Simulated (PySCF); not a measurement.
**Potential energy of LiMg⁻ along the bond**

Set-up: Li aug-pcseg-1, Mg aug-pcseg-1; no relativity (PySCF 2.14). Energies in eV from Li⁻ + Mg in their ground configurations at the same level. State: ¹Σ⁺ (singlet), closed shell.

| R (Å) | PW91 | TPSS |
| --- | --- | --- |
| 2.977 | -0.3771 | -0.3498 |
| 3.116 | -0.4118 | -0.3874 |
| 3.254 | -0.4290 | -0.4065 |
| 3.358 | -0.4336 | -0.4121 |
| 3.462 | -0.4330 | -0.4123 |
| 3.566 | -0.4286 | -0.4086 |
| 3.704 | -0.4184 | -0.3992 |
| 3.877 | -0.4013 | -0.3831 |
| 4.085 | -0.3775 | -0.3605 |
| 4.362 | -0.3438 | -0.3284 |

Task: Put a parabola through the three lowest points of the PW91 curve and estimate Re, k and ωe (reduced mass 5.428 u; 1 eV/Å² = 0.16022 mdyn/Å; ωe = 1302.8·√(k/μ) cm⁻¹).

Result: Through R = 3.254, 3.358, 3.462 Å the second-order coefficient is 0.240 eV/Å², so Re ≈ 3.398 Å, k ≈ 0.0770 mdyn/Å and ωe ≈ 155 cm⁻¹. A polynomial fit of higher order to the unrounded PW91 energies gives Re = 3.396 Å, k = 0.0688 mdyn/Å, ωe = 147 cm⁻¹; anharmonicity and rounding make the difference.

The higher-order fit for each curve: PW91: Re = 3.396 Å, ωe = 147 cm⁻¹, De = 0.434 eV; TPSS: Re = 3.414 Å, ωe = 146 cm⁻¹, De = 0.413 eV.

Closed-shell solutions of metal pairs were not tested for spin polarisation, which can lower them a little. For an ion De counts to the pair picked by the measured ionisation energies or electron affinities, which need not be the lowest pair at this level. The highest Kohn–Sham level is positive in this anion. Much of that is self-interaction error, but it also means that the finite basis helps to hold the extra electron.
